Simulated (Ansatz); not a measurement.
The first iterations of a band of BH₃OSi (6 atoms, charge 0, multiplicity 1).

These are results of Ansatz 0.2.0, RKS B3LYP-D4/def2-SVP, not measurements.

```json
{"movable images": "9", "climbing image": "yes", "spring": "5.0 eV/Å²", "optimiser": "quadratic models (default)", "start path": "IDPP", "force threshold": "0.05 eV/Å", "iteration limit": "60", "end points": "relaxed"}
```

Initial state:

```xyz
6
Properties=species:S:1:pos:R:3
B 0.258 -0.535 -0.855
Si -0.238 0.477 0.806
O -0.462 2.003 0.741
H -0.591 -0.986 -1.580
H 1.410 -0.647 -1.188
H -0.377 -0.311 2.076
```

Final state:

```xyz
6
Properties=species:S:1:pos:R:3
B 0.258 -0.536 -0.854
Si -0.238 0.481 0.804
O -0.457 2.007 0.743
H 1.410 -0.657 -1.184
H -0.592 -0.986 -1.580
H -0.381 -0.309 2.072
```

| iteration | highest image above the first end (eV) | largest band force component (eV/Å) |
| --- | --- | --- |
| 1 | 0.184 | 0.908 |
| 2 | 0.089 | 0.537 |

**Question.** Does the band converge within its limit, and where does its top end?

**Answer.** The forces met the threshold. It ended after 5 iterations with the highest image 0.084 eV above the first end. A vibrational analysis at the climbing image gives one clearly imaginary mode, 138i cm⁻¹: a first-order saddle point.

The run took 71 s on 1 thread of Arm Neoverse V2, on a shared host, peak memory 0.22 GiB.
